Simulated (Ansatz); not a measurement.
# A ladder of methods for BSiH4 (SMILES B[SiH2])

BSiH4 has 6 atoms, charge 0, and is taken as a doublet. As SMILES, `B[SiH2]`. Geometry: relaxed at GFN2-xTB.

Each level gives the electronic atomisation energy (eV). The values are calculated. Electronic energies at fixed atoms, without zero-point motion or spin-orbit coupling.

| level | kind | program | value (eV) | less FCI/STO-3G | CPU time (all runs) |
| --- | --- | --- | --- | --- | --- |
| UHF/STO-3G | Hartree–Fock | Ansatz | 19.91 | -1.32 | 0.32 s |
| U-revPBE/STO-3G | GGA | Ansatz | 24.33 | +3.10 | 4.2 s |
| U-r2SCAN/STO-3G | meta-GGA | Ansatz | 24.70 | +3.47 | 10 s |
| U-r2SCAN0/STO-3G | hybrid meta-GGA | Ansatz | 24.34 | +3.11 | 13 s |
| UBHLYP/STO-3G | global hybrid | Ansatz | 23.89 | +2.66 | 3.4 s |
| UPBE0/STO-3G | global hybrid | Ansatz | 24.41 | +3.18 | 3.6 s |
| U-wB97M-V/STO-3G | range-separated hybrid | Ansatz | 24.87 | +3.64 | 33 s |
| UB2PLYP/STO-3G | double hybrid | Ansatz | 23.31 | +2.08 | 5 s |
| FCI/STO-3G | exact in the basis | Ansatz | 21.23 | 0.00 | 7.7 s |

FCI/STO-3G is exact within its basis and frozen core, so for wave-function methods in that basis the difference is their error; functionals converge differently with the basis, so for them it is only a difference. The values span 19.91 to 24.87 eV. All rows use very small basis sets, so even the best lies far from the true value. Times are those of the runs behind each value, whatever else they computed, on shared processors of several kinds: orders of magnitude only.
